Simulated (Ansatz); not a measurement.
Geometry optimisation, RKS r2SCAN-D4/def2-SVP (Ansatz 0.2.0).

input.yaml

```yaml
crystal:
  periodic: [false, false, false]
  atoms:
    - { symbol: "N", position_ang: [-1.447, 0.0066, -0.1587] }
    - { symbol: C, position_ang: [-0.2023, -0.6178, 0.0552] }
    - { symbol: C, position_ang: [0.03637, -1.96605, -0.48577] }
    - { symbol: C, position_ang: [-0.16653, -1.86788, 0.9483] }
    - { symbol: O, position_ang: [-1.0673, -2.26085, 1.65638] }
    - { symbol: H, position_ang: [-1.3448, 1.0596, -0.3805] }
    - { symbol: H, position_ang: [-1.9014, -0.3099, -1.0179] }
    - { symbol: H, position_ang: [0.65124, 0.00724, 0.16733] }
    - { symbol: H, position_ang: [-0.71244, -2.50995, -1.10008] }
    - { symbol: H, position_ang: [1.07983, -2.25205, -0.78663] }
basis:
  gaussian: { orbitals: def2-SVP }
hamiltonian:
  xc: r2scan
  dispersion: d4
relax:
  f_tol: 0.015
  max_steps: 40
output:
  orbitals: {}
```

Command:

```bash
$ ansatz run input.yaml --threads 2 --pin off --max-ram 3072MiB --backend cpu --events-out ev --progress --plain --runs-dir out
```

Question: Where does it end, and by what steps?

Answer: The forces met the threshold. After 12 steps the energy has fallen by 1.262 eV; H7 moved furthest, 0.88 Å.

```json
{"step": "0", "energy less start (eV)": "0.0000", "largest force component (eV/Å)": "3.817", "accepted": "yes"}
{"step": "1", "energy less start (eV)": "-0.7182", "largest force component (eV/Å)": "2.209", "accepted": "yes"}
{"step": "2", "energy less start (eV)": "-0.9883", "largest force component (eV/Å)": "0.760", "accepted": "yes"}
{"step": "3", "energy less start (eV)": "-1.0956", "largest force component (eV/Å)": "0.625", "accepted": "yes"}
{"step": "4", "energy less start (eV)": "-1.1627", "largest force component (eV/Å)": "0.912", "accepted": "yes"}
{"step": "5", "energy less start (eV)": "-1.2413", "largest force component (eV/Å)": "0.263", "accepted": "yes"}
{"step": "6", "energy less start (eV)": "-1.2537", "largest force component (eV/Å)": "0.321", "accepted": "yes"}
{"step": "7", "energy less start (eV)": "-1.2187", "largest force component (eV/Å)": "0.605", "accepted": "no"}
{"step": "8", "energy less start (eV)": "-1.2588", "largest force component (eV/Å)": "0.177", "accepted": "yes"}
{"step": "9", "energy less start (eV)": "-1.2312", "largest force component (eV/Å)": "0.937", "accepted": "no"}
{"step": "10", "energy less start (eV)": "-1.2617", "largest force component (eV/Å)": "0.090", "accepted": "yes"}
{"step": "11", "energy less start (eV)": "-1.2619", "largest force component (eV/Å)": "0.063", "accepted": "yes"}
{"step": "12", "energy less start (eV)": "-1.2621", "largest force component (eV/Å)": "0.011", "accepted": "yes"}
```

```xyz
10
Properties=species:S:1:pos:R:3
N -1.330 0.280 -0.211
C -0.249 -0.577 0.130
C 0.114 -1.975 -0.552
C -0.467 -1.868 0.795
O -1.023 -2.452 1.685
H -1.204 0.695 -1.134
H -2.223 -0.210 -0.203
H 0.671 -0.049 0.422
H -0.545 -2.391 -1.327
H 1.183 -2.164 -0.707
```

The run took 36 s on 2 threads of Arm Neoverse V2, with other jobs on the host, peak memory 0.19 GiB.
